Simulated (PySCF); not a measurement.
The group X on ethynyl-X is varied. Isolated molecules, 0 K electronic values unless said otherwise. One relaxed conformer stands for each flexible species; it need not be the lowest. Strings in code marks are SMILES.

The vertical ionisation energy (Delta-SCF) from two functionals at the same geometries (B3LYP-D3(BJ)/def2-TZVP), both in PySCF: PBE-D3(BJ)/def2-TZVP and ωB97X-D3(BJ)/def2-TZVP. Delta-SCF ions had no search for a lower state. 

```tsv
species	PBE-D3(BJ)/def2-TZVP (eV)	ωB97X-D3(BJ)/def2-TZVP (eV)
X = methyl	10.24	10.39
X = silyl (`C#C[SiH3]`)	10.43	10.84
X = methylthio (`C#CSC`)	8.55	8.85
X = ethynyl (`C#CC#C`)	9.89	10.07
```

Over these rows, drawn at random from the members with no instability flagged (it was tested for open shells, ions and some series alone), PBE minus ωB97X-D3(BJ): mean -0.26 eV, from -0.41 eV to -0.15 eV.
